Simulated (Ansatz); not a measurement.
# CHAlO: the cost of one run

Computed with Ansatz 0.2.0, Gaussian basis. Level: def2-QZVPP, core rule «outside noble gas», up to 7 orbitals frozen.

Plan: UHF; ROHF; CCSD(T) on UHF.

2 further runs of the same task are left out: 2 set aside as unsound or not needed.

### 1 What is computed

The geometry is a PBE0/def2-TZVP stationary point (not a proven minimum) of the parent state, kept for this charge and spin.

4 atoms, charge 1, spin multiplicity 4.

Atoms are counted from 1 here; the program's logs count them from 0.

Bond lengths: C1–Al2 1.941 Å, Al2–O3 1.648 Å, O3–H4 0.948 Å. Angles: C1–Al2–O3 180.0°, Al2–O3–H4 180.0°.

Geometry (Å):

```xyz
4

C     0.0000    0.0000   -2.5169
Al    0.0000    0.0000   -0.5756
O     0.0000    0.0000    1.0721
H     0.0000    0.0000    2.0203
```

### 2 UHF

Contents of in.yaml:

```yaml
crystal:
  periodic: [false, false, false]
  atoms:
    - {symbol: C, position_ang: [0.000000, 0.000000, -2.516875]}
    - {symbol: Al, position_ang: [0.000000, 0.000000, -0.575575]}
    - {symbol: O, position_ang: [0.000000, 0.000000, 1.072125]}
    - {symbol: H, position_ang: [0.000000, 0.000000, 2.020325]}
basis:
  gaussian: {orbitals: "def2-QZVPP.json"}
total_charge: 1
magnetization: {spin_polarized: true, initial_magnetization: 3}
hamiltonian: {xc: hf}
output: {orbitals: {seedname: orbitals}}
```

Started as:

```bash
$ ansatz run in.yaml --threads 1 --pin off --events-out ev --progress --plain --max-ram 2393MiB
```

**Question.** How long does this run take on 1 thread of Arm Neoverse V2, shared host, and how much memory does it need?

About 6 s, with a peak of 0.42 GiB.
